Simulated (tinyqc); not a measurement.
Worked calculation: coupled-perturbed Hartree-Fock on RHF in the sto-3g basis, for H2O, spin multiplicity 1. One step of it, computed by the program tinyqc.

Task: Integrals over molecular orbitals. (pq|rs) = sum C_ip C_jq C_kr C_ls (ij|kl), one index at a time.

coefficients C:
```
,MO1,MO2,MO3,MO4,MO5,MO6,MO7
1O 1s,0.994380,-0.238660,0.013939,0.088136,0.000000,0.114923,-0.029019
1O 2s,0.024446,0.879815,-0.073603,-0.454687,0.000000,-0.686680,0.195290
1O 2px,0.000000,0.000000,0.000000,0.000000,1.000000,0.000000,0.000000
1O 2py,0.000478,0.018511,0.587663,-0.030758,0.000000,0.172603,0.939240
1O 2pz,0.002982,0.081736,0.046233,0.786073,0.000000,-0.663178,0.138916
2H 1s,-0.005209,0.162460,0.457020,0.279133,0.000000,0.587683,-0.892491
3H 1s,-0.004346,0.134071,-0.438534,0.345199,0.000000,0.832458,0.557821
```

core Hamiltonian H = T + V (hartree):
```
,1O 1s,1O 2s,1O 2px,1O 2py,1O 2pz,2H 1s,3H 1s
1O 1s,-32.589938,-7.581802,0.000000,-0.001621,-0.012654,-1.415170,-1.154066
1O 2s,-7.581802,-9.212694,0.000000,-0.017625,-0.154040,-3.191521,-2.751198
1O 2px,0.000000,0.000000,-7.356840,0.000000,0.000000,0.000000,0.000000
1O 2py,-0.001621,-0.017625,0.000000,-7.491836,-0.008071,-1.952386,1.733916
1O 2pz,-0.012654,-0.154040,0.000000,-0.008071,-7.407844,-1.238694,-1.102800
2H 1s,-1.415170,-3.191521,0.000000,-1.952386,-1.238694,-4.699812,-0.922470
3H 1s,-1.154066,-2.751198,0.000000,1.733916,-1.102800,-0.922470,-4.428024
```

Two-electron integrals (ij|kl) in chemists' order, unique and non-zero (hartree):
```
i,j,k,l,(ij|kl)
1,1,1,1,4.785065
2,1,1,1,0.741380
2,1,2,1,0.136873
2,2,1,1,1.118947
2,2,2,1,0.256633
2,2,2,2,0.817206
3,1,3,1,0.024477
3,2,3,1,0.037809
3,2,3,2,0.180518
3,3,1,1,1.115814
3,3,2,1,0.256684
3,3,2,2,0.817023
3,3,3,3,0.880159
4,1,4,1,0.024477
4,2,4,1,0.037809
4,2,4,2,0.180518
4,3,4,3,0.047444
4,4,1,1,1.115814
4,4,2,1,0.256684
4,4,2,2,0.817023
4,4,3,3,0.785270
4,4,4,4,0.880159
5,1,5,1,0.024477
5,2,5,1,0.037809
5,2,5,2,0.180518
5,3,5,3,0.047444
5,4,5,4,0.047444
5,5,1,1,1.115814
5,5,2,1,0.256684
5,5,2,2,0.817023
5,5,3,3,0.785270
5,5,4,4,0.785270
5,5,5,5,0.880159
6,1,1,1,0.139139
6,1,2,1,0.025479
6,1,2,2,0.047490
6,1,3,3,0.047397
6,1,4,1,0.001002
6,1,4,2,0.001879
6,1,4,4,0.047604
6,1,5,1,0.000616
6,1,5,2,0.001155
6,1,5,4,0.000127
6,1,5,5,0.047475
6,1,6,1,0.004805
6,2,1,1,0.346204
6,2,2,1,0.080432
6,2,2,2,0.284500
6,2,3,3,0.279604
6,2,4,1,0.005152
6,2,4,2,0.039731
6,2,4,4,0.290066
6,2,5,1,0.003166
6,2,5,2,0.024419
6,2,5,4,0.006430
6,2,5,5,0.283556
6,2,6,1,0.015274
6,2,6,2,0.123710
6,3,3,1,0.008322
6,3,3,2,0.048787
6,3,4,3,0.008206
6,3,5,3,0.005043
6,3,6,3,0.017417
6,4,1,1,0.215217
6,4,2,1,0.050637
6,4,2,2,0.191232
6,4,3,3,0.182600
6,4,4,1,0.011159
6,4,4,2,0.074001
6,4,4,4,0.205740
6,4,5,1,0.001744
6,4,5,2,0.015497
6,4,5,4,0.009178
6,4,5,5,0.185142
6,4,6,1,0.010031
6,4,6,2,0.101017
6,4,6,4,0.098947
6,5,1,1,0.132274
6,5,2,1,0.031122
6,5,2,2,0.117533
6,5,3,3,0.112227
6,5,4,1,0.001744
6,5,4,2,0.015497
6,5,4,4,0.116362
6,5,5,1,0.009393
6,5,5,2,0.058311
6,5,5,4,0.010747
6,5,5,5,0.123876
6,5,6,1,0.006165
6,5,6,2,0.062086
6,5,6,4,0.050109
6,5,6,5,0.048214
6,6,1,1,0.493006
6,6,2,1,0.116396
6,6,2,2,0.472834
6,6,3,3,0.453871
6,6,4,1,0.009468
6,6,4,2,0.101306
6,6,4,4,0.494730
6,6,5,1,0.005819
6,6,5,2,0.062263
6,6,5,4,0.025112
6,6,5,5,0.469305
6,6,6,1,0.022289
6,6,6,2,0.261417
6,6,6,4,0.243621
6,6,6,5,0.149731
6,6,6,6,0.774606
7,1,1,1,0.113231
7,1,2,1,0.020746
7,1,2,2,0.038708
7,1,3,3,0.038632
7,1,4,1,-0.000808
7,1,4,2,-0.001523
7,1,4,4,0.038801
7,1,5,1,0.000497
7,1,5,2,0.000936
7,1,5,4,-0.000104
7,1,5,5,0.038696
7,1,6,1,0.003842
7,1,6,2,0.011997
7,1,6,4,0.007225
7,1,6,5,0.004847
7,1,6,6,0.017305
7,1,7,1,0.003185
7,2,1,1,0.296391
7,2,2,1,0.068923
7,2,2,2,0.245567
7,2,3,3,0.241239
7,2,4,1,-0.004413
7,2,4,2,-0.034790
7,2,4,4,0.250485
7,2,5,1,0.002713
7,2,5,2,0.021387
7,2,5,4,-0.005684
7,2,5,5,0.244733
7,2,6,1,0.012610
7,2,6,2,0.083804
7,2,6,4,0.047552
7,2,6,5,0.040924
7,2,6,6,0.142549
7,2,7,1,0.010669
7,2,7,2,0.094077
7,3,3,1,0.006952
7,3,3,2,0.041408
7,3,4,3,-0.007084
7,3,5,3,0.004355
7,3,6,3,0.011135
7,3,7,3,0.012890
7,4,1,1,-0.189429
7,4,2,1,-0.044592
7,4,2,2,-0.169623
7,4,3,3,-0.162064
7,4,4,1,0.009440
7,4,4,2,0.063956
7,4,4,4,-0.182265
7,4,5,1,-0.001529
7,4,5,2,-0.013861
7,4,5,4,0.008064
7,4,5,5,-0.164344
7,4,6,1,-0.007821
7,4,6,2,-0.049441
7,4,6,4,-0.017508
7,4,6,5,-0.023642
7,4,6,6,-0.076865
7,4,7,1,-0.007184
7,4,7,2,-0.078987
7,4,7,4,0.078449
7,5,1,1,0.116451
7,5,2,1,0.027413
7,5,2,2,0.104275
7,5,3,3,0.099628
7,5,4,1,-0.001529
7,5,4,2,-0.013861
7,5,4,4,0.103337
7,5,5,1,0.007892
7,5,5,2,0.049929
7,5,5,4,-0.009364
7,5,5,5,0.109739
7,5,6,1,0.005227
7,5,6,2,0.041728
7,5,6,4,0.023247
7,5,6,5,0.031203
7,5,6,6,0.077244
7,5,7,1,0.004416
7,5,7,2,0.048557
7,5,7,4,-0.040302
7,5,7,5,0.037666
7,6,1,1,0.092301
7,6,2,1,0.021627
7,6,2,2,0.082682
7,6,3,3,0.080966
7,6,4,1,-0.000032
7,6,4,2,-0.000411
7,6,4,4,0.082931
7,6,5,1,0.001370
7,6,5,2,0.012515
7,6,5,4,-0.000092
7,6,5,5,0.084060
7,6,6,1,0.004047
7,6,6,2,0.034498
7,6,6,4,0.024359
7,6,6,5,0.019543
7,6,6,6,0.073454
7,6,7,1,0.003302
7,6,7,2,0.030545
7,6,7,4,-0.022565
7,6,7,5,0.017713
7,6,7,6,0.012037
7,7,1,1,0.459199
7,7,2,1,0.108495
7,7,2,2,0.445044
7,7,3,3,0.427724
7,7,4,1,-0.008415
7,7,4,2,-0.093196
7,7,4,4,0.465033
7,7,5,1,0.005173
7,7,5,2,0.057292
7,7,5,4,-0.022936
7,7,5,5,0.441824
7,7,6,1,0.019799
7,7,6,2,0.155923
7,7,6,4,0.081179
7,7,6,5,0.082602
7,7,6,6,0.283845
7,7,7,1,0.016910
7,7,7,2,0.221950
7,7,7,4,-0.212662
7,7,7,5,0.130733
7,7,7,6,0.073454
7,7,7,7,0.774606
```

Give: one-electron integrals over orbitals h = C^T H C; Two-electron integrals over orbitals.

Result:

one-electron integrals over orbitals h = C^T H C (hartree):
```
,1,2,3,4,5,6,7
1,-32.5731,0.5693,-0.0324,-0.1950,0.0000,-0.2665,0.0666
2,0.5693,-7.5597,0.0439,0.4956,0.0000,1.1974,-0.3266
3,-0.0324,0.0439,-6.0220,-0.1234,0.0000,-0.3593,-1.7535
4,-0.1950,0.4956,-0.1234,-6.7094,0.0000,1.2381,-0.1028
5,0.0000,0.0000,0.0000,0.0000,-7.3568,0.0000,0.0000
6,-0.2665,1.1974,-0.3593,1.2381,0.0000,-5.1912,-0.0683
7,0.0666,-0.3266,-1.7535,-0.1028,0.0000,-0.0683,-5.5610
```

Two-electron integrals over orbitals (pq|rs), unique and non-zero (hartree):
```
p,q,r,s,(pq|rs)
1,1,1,1,4.7463
2,1,1,1,-0.4275
2,1,2,1,0.0608
2,2,1,1,1.0171
2,2,2,1,-0.0151
2,2,2,2,0.7214
3,1,1,1,0.0250
3,1,2,1,-0.0031
3,1,2,2,0.0025
3,1,3,1,0.0103
3,2,1,1,-0.0147
3,2,2,1,0.0014
3,2,2,2,0.0074
3,2,3,1,0.0163
3,2,3,2,0.1332
3,3,1,1,0.7576
3,3,2,1,-0.0047
3,3,2,2,0.6128
3,3,3,1,-0.0008
3,3,3,2,-0.0037
3,3,3,3,0.5940
4,1,1,1,0.1563
4,1,2,1,-0.0204
4,1,2,2,0.0120
4,1,3,1,0.0018
4,1,3,2,3.68e-04
4,1,3,3,0.0051
4,1,4,1,0.0248
4,2,1,1,-0.1355
4,2,2,1,0.0077
4,2,2,2,-0.0205
4,2,3,1,2.15e-04
4,2,3,2,0.0038
4,2,3,3,0.0036
4,2,4,1,0.0203
4,2,4,2,0.1299
4,3,1,1,0.0279
4,3,2,1,-0.0009
4,3,2,2,0.0129
4,3,3,1,-0.0021
4,3,3,2,0.0279
4,3,3,3,0.0062
4,3,4,1,-0.0015
4,3,4,2,-0.0120
4,3,4,3,0.0529
4,4,1,1,0.9644
4,4,2,1,-0.0117
4,4,2,2,0.6720
4,4,3,1,-6.96e-05
4,4,3,2,-0.0125
4,4,3,3,0.5703
4,4,4,1,-0.0098
4,4,4,2,-0.0986
4,4,4,3,0.0127
4,4,4,4,0.7323
5,1,5,1,0.0260
5,2,5,1,0.0331
5,2,5,2,0.1496
5,3,5,1,-0.0019
5,3,5,2,-0.0066
5,3,5,3,0.0266
5,4,5,1,-0.0113
5,4,5,2,-0.0414
5,4,5,3,0.0035
5,4,5,4,0.0489
5,5,1,1,1.1154
5,5,2,1,-0.0121
5,5,2,2,0.7531
5,5,3,1,0.0007
5,5,3,2,-0.0074
5,5,3,3,0.6008
5,5,4,1,0.0044
5,5,4,2,-0.0734
5,5,4,3,0.0160
5,5,4,4,0.7065
5,5,5,5,0.8802
6,1,1,1,0.2058
6,1,2,1,-0.0308
6,1,2,2,0.0034
6,1,3,1,0.0037
6,1,3,2,0.0028
6,1,3,3,-1.44e-04
6,1,4,1,-0.0024
6,1,4,2,-0.0196
6,1,4,3,0.0011
6,1,4,4,0.0153
6,1,5,5,0.0056
6,1,6,1,0.0253
6,2,1,1,-0.2661
6,2,2,1,0.0065
6,2,2,2,-0.1260
6,2,3,1,0.0016
6,2,3,2,0.0142
6,2,3,3,-0.0608
6,2,4,1,-0.0177
6,2,4,2,-0.0316
6,2,4,3,-0.0051
6,2,4,4,-0.0718
6,2,5,5,-0.1408
6,2,6,1,0.0081
6,2,6,2,0.0915
6,3,1,1,0.0722
6,3,2,1,-0.0014
6,3,2,2,0.0381
6,3,3,1,-0.0022
6,3,3,2,0.0427
6,3,3,3,0.0212
6,3,4,1,0.0006
6,3,4,2,-0.0120
6,3,4,3,0.0393
6,3,4,4,0.0227
6,3,5,5,0.0414
6,3,6,1,1.49e-04
6,3,6,2,-0.0170
6,3,6,3,0.0850
6,4,1,1,-0.2509
6,4,2,1,0.0029
6,4,2,2,-0.1210
6,4,3,1,-0.0016
6,4,3,2,-0.0123
6,4,3,3,-0.0447
6,4,4,1,-0.0030
6,4,4,2,0.0334
6,4,4,3,-0.0134
6,4,4,4,-0.1268
6,4,5,5,-0.1385
6,4,6,1,-0.0005
6,4,6,2,0.0614
6,4,6,3,-0.0328
6,4,6,4,0.0886
6,5,5,1,-0.0137
6,5,5,2,-0.0530
6,5,5,3,0.0065
6,5,5,4,-0.0044
6,5,6,5,0.0342
6,6,1,1,0.7560
6,6,2,1,-0.0072
6,6,2,2,0.5784
6,6,3,1,-0.0017
6,6,3,2,-0.0313
6,6,3,3,0.5446
6,6,4,1,0.0176
6,6,4,2,0.0509
6,6,4,3,-0.0227
6,6,4,4,0.5389
6,6,5,5,0.5659
6,6,6,1,-0.0079
6,6,6,2,-0.0820
6,6,6,3,-0.0172
6,6,6,4,-0.0403
6,6,6,6,0.5843
7,1,1,1,-0.0522
7,1,2,1,0.0083
7,1,2,2,0.0006
7,1,3,1,0.0139
7,1,3,2,0.0222
7,1,3,3,-0.0019
7,1,4,1,-0.0008
7,1,4,2,0.0028
7,1,4,3,-0.0033
7,1,4,4,-0.0030
7,1,5,5,-0.0014
7,1,6,1,-0.0019
7,1,6,2,0.0028
7,1,6,3,-0.0029
7,1,6,4,-0.0019
7,1,6,6,-0.0031
7,1,7,1,0.0215
7,2,1,1,0.0742
7,2,2,1,-0.0015
7,2,2,2,0.0360
7,2,3,1,0.0146
7,2,3,2,0.0518
7,2,3,3,0.0090
7,2,4,1,0.0027
7,2,4,2,-0.0018
7,2,4,3,-0.0259
7,2,4,4,0.0255
7,2,5,5,0.0381
7,2,6,1,0.0028
7,2,6,2,-0.0077
7,2,6,3,-0.0256
7,2,6,4,-0.0178
7,2,6,6,0.0187
7,2,7,1,0.0194
7,2,7,2,0.0709
7,3,1,1,0.3637
7,3,2,1,-0.0068
7,3,2,2,0.1599
7,3,3,1,-2.71e-04
7,3,3,2,-0.0216
7,3,3,3,0.0878
7,3,4,1,-2.27e-04
7,3,4,2,-0.0677
7,3,4,3,0.0029
7,3,4,4,0.1526
7,3,5,5,0.1977
7,3,6,1,0.0052
7,3,6,2,-0.0683
7,3,6,3,0.0116
7,3,6,4,-0.0854
7,3,6,6,0.0481
7,3,7,1,-0.0020
7,3,7,2,0.0229
7,3,7,3,0.1522
7,4,1,1,0.0218
7,4,2,1,-3.11e-04
7,4,2,2,0.0052
7,4,3,1,-0.0076
7,4,3,2,-0.0672
7,4,3,3,0.0063
7,4,4,1,0.0014
7,4,4,2,0.0029
7,4,4,3,-0.0067
7,4,4,4,0.0136
7,4,5,5,0.0108
7,4,6,1,-0.0027
7,4,6,2,-0.0137
7,4,6,3,-0.0489
7,4,6,4,0.0068
7,4,6,6,0.0271
7,4,7,1,-0.0106
7,4,7,2,-0.0152
7,4,7,3,0.0208
7,4,7,4,0.0632
7,5,5,1,0.0034
7,5,5,2,0.0135
7,5,5,3,0.0230
7,5,5,4,-0.0014
7,5,6,5,-0.0022
7,5,7,5,0.0265
7,6,1,1,0.0130
7,6,2,1,-0.0005
7,6,2,2,-0.0036
7,6,3,1,-0.0076
7,6,3,2,-0.0858
7,6,3,3,0.0056
7,6,4,1,-0.0028
7,6,4,2,-0.0119
7,6,4,3,-0.0540
7,6,4,4,0.0163
7,6,5,5,0.0062
7,6,6,1,3.78e-04
7,6,6,2,0.0018
7,6,6,3,-0.0653
7,6,6,4,0.0157
7,6,6,6,0.0356
7,6,7,1,-0.0107
7,6,7,2,0.0017
7,6,7,3,0.0271
7,6,7,4,0.0503
7,6,7,6,0.1034
7,7,1,1,0.8609
7,7,2,1,-0.0094
7,7,2,2,0.6183
7,7,3,1,0.0043
7,7,3,2,0.0377
7,7,3,3,0.5848
7,7,4,1,0.0039
7,7,4,2,-0.0201
7,7,4,3,0.0274
7,7,4,4,0.5873
7,7,5,5,0.6190
7,7,6,1,0.0050
7,7,6,2,-0.0614
7,7,6,3,0.0506
7,7,6,4,-0.0596
7,7,6,6,0.5313
7,7,7,1,0.0041
7,7,7,2,0.0183
7,7,7,3,0.0942
7,7,7,4,-0.0203
7,7,7,6,-0.0343
7,7,7,7,0.6218
```
